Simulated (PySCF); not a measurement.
Molecule: `C=C(C)C(C)=O`, C5H8O.

Structure with atom numbers: `[CH2:1]=[C:2]([CH3:3])[C:4]([CH3:5])=[O:6]`. Hydrogens are named by the atom that carries them. Ha(C1) is cis to C3; Hb(C1) is trans to C3.

Geometry PBE0-D3(BJ)/def2-SVP throughout; GIAO in PySCF 2.14.0 with density-fitted response routines, gas phase, one conformer, non-relativistic; equivalent atoms averaged; functional PBE0.

**Question.** How do the absolute shieldings σ depend on the basis set? (a selection of nuclei; ppm; last column core-seconds on shared hosts with different chips, so compare them loosely)

**Answer.** 
| basis set | functions | C4 | C2 | C1 | C3 | O6 | Hb(C1) | Ha(C1) | H(C5) | H(C3) | core-s |
| --- | --- | --- | --- | --- | --- | --- | --- | --- | --- | --- | --- |
| STO-3G | 38 | 99.8 | 117.9 | 125.6 | 211.0 | -312.1 | 26.86 | 26.94 | 30.28 | 30.83 | 2.8 |
| 6-31G | 70 | 6.5 | 56.9 | 76.0 | 178.9 | -339.8 | 26.48 | 26.49 | 30.15 | 30.62 | 5.5 |
| pcSseg-0 | 70 | -21.4 | 38.6 | 54.1 | 170.2 | -438.7 | 26.61 | 26.62 | 30.21 | 30.74 | 5.8 |
| 6-31G* | 100 | 7.1 | 54.8 | 72.1 | 174.3 | -291.8 | 26.10 | 26.16 | 29.83 | 30.21 | 8.1 |
| def2-SVP | 124 | 0.0 | 48.7 | 68.8 | 174.4 | -310.4 | 25.50 | 25.52 | 29.24 | 29.66 | 10 |
| cc-pVDZ | 124 | 3.0 | 49.5 | 71.6 | 176.3 | -304.3 | 25.40 | 25.41 | 29.18 | 29.56 | 11 |
| pcSseg-1 | 142 | -16.4 | 30.8 | 52.3 | 163.8 | -355.1 | 25.23 | 25.22 | 28.97 | 29.41 | 17 |
| 6-311+G(2d,p) | 210 | -13.9 | 32.9 | 56.8 | 166.7 | -324.3 | 25.40 | 25.48 | 29.22 | 29.68 | 23 |
| aug-cc-pVDZ | 210 | -1.1 | 46.6 | 70.5 | 175.3 | -284.4 | 25.15 | 25.23 | 29.01 | 29.48 | 36 |
| def2-TZVP | 234 | -15.4 | 31.5 | 55.8 | 166.3 | -331.5 | 25.32 | 25.44 | 29.20 | 29.65 | 28 |
| IGLO-III | 290 | -22.9 | 24.9 | 49.7 | 163.2 | -342.5 | 25.21 | 25.30 | 29.04 | 29.51 | 56 |
| cc-pVTZ | 292 | -13.1 | 33.9 | 57.1 | 167.1 | -329.2 | 25.14 | 25.24 | 28.99 | 29.45 | 56 |
| pcSseg-2 | 328 | -24.2 | 24.2 | 48.8 | 163.1 | -345.8 | 25.06 | 25.14 | 28.93 | 29.39 | 72 |

**Question.** Which nucleus among those listed moves most, in ppm?

**Answer.** O6 (ketone oxygen): from -438.7 ppm with pcSseg-0 to -284.4 ppm with aug-cc-pVDZ. The smallest spread is 1.35 ppm, at H(C5). Proton shifts span only some 12 ppm, so a few tenths of a ppm matter as much there as several ppm in carbon.

**Question.** Taking the largest basis, pcSseg-2 (328 functions), as the yardstick, rank the others by their worst heavy-atom deviation.

**Answer.** IGLO-III 3.3 ppm (290 functions), pcSseg-1 9.3 ppm (142 functions), def2-TZVP 14.3 ppm (234 functions), cc-pVTZ 16.7 ppm (292 functions), 6-311+G(2d,p) 21.5 ppm (210 functions), 6-31G 32.6 ppm (70 functions), def2-SVP 35.4 ppm (124 functions), cc-pVDZ 41.5 ppm (124 functions), 6-31G* 54.0 ppm (100 functions), aug-cc-pVDZ 61.5 ppm (210 functions), pcSseg-0 92.9 ppm (70 functions), STO-3G 123.9 ppm (38 functions).

A small basis that lands close on one nucleus may do so by chance; judge by the trend and by all nuclei.
